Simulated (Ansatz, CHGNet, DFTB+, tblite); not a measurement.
# Hexagonal BN: properties by level of theory

Reference values: lattice constant a 2.504 Å (measured, 297 K, no zero-point or thermal correction; as tabulated in Ioffe Institute, New Semiconductor Materials archive); lattice parameter c 6.661 Å (measured, 297 K, not corrected to a static lattice; as tabulated in Ioffe Institute, New Semiconductor Materials archive).

```
level (code)              lattice constant a (Å)  lattice parameter c (Å)
------------------------  ----------------------  -----------------------
DFTB cp2k-nonscc (DFTB+)                   2.514                    6.094
GFN1-xTB (tblite)                          2.505                    6.861
CHGNet-r²SCAN                         (withheld)                    6.795
r²SCAN-D4 (Ansatz)                    (withheld)               (withheld)
HSE06-D3(BJ) (Ansatz)                      2.490                    6.577
```

Q: What belongs in the gaps?

A: 
- CHGNet-r²SCAN, lattice constant a (Å): 2.502
- r²SCAN-D4 (Ansatz, a quantum-chemistry and plane-wave program), lattice constant a (Å): 2.499
- r²SCAN-D4 (Ansatz), lattice parameter c (Å): 6.601

Differences from the reference values (errors of the level alone only where the reference is corrected to a static lattice):

| level | lattice constant a (%) | lattice parameter c (%) |
|---|---|---|
| DFTB cp2k-nonscc | +0.40 | -8.51 |
| GFN1-xTB | +0.04 | +3.00 |
| CHGNet-r²SCAN | -0.08 | +2.01 |
| r²SCAN-D4 | -0.20 | -0.90 |
| HSE06-D3(BJ) | -0.56 | -1.26 |

Nearest: lattice constant a, not ranked (reference at room or unstated temperature); lattice parameter c, not ranked (reference at room or unstated temperature). Values with a doubt, or to which a potential was fitted, aren't ranked.

Machine-learned potentials (CHGNet-r²SCAN) are trained on DFT data: a solid inside that data is no test of them.

Caveats: the cell has another shape than the first-principles one, perhaps another minimum in the same group (DFTB cp2k-nonscc, GFN1-xTB, CHGNet-r²SCAN); the method was fitted mainly to molecules (GFN1-xTB); the run uses a supercell at the zone centre in place of a k mesh (GFN1-xTB); this tight-binding set is not self-consistent in the charges (DFTB cp2k-nonscc). Ansatz's density-functional and Hartree–Fock values are scalar-relativistic unless marked +SOC, with PAW data made under PBE.

Differences are worked out from the printed values.

Static lattice: no zero-point or thermal effects.
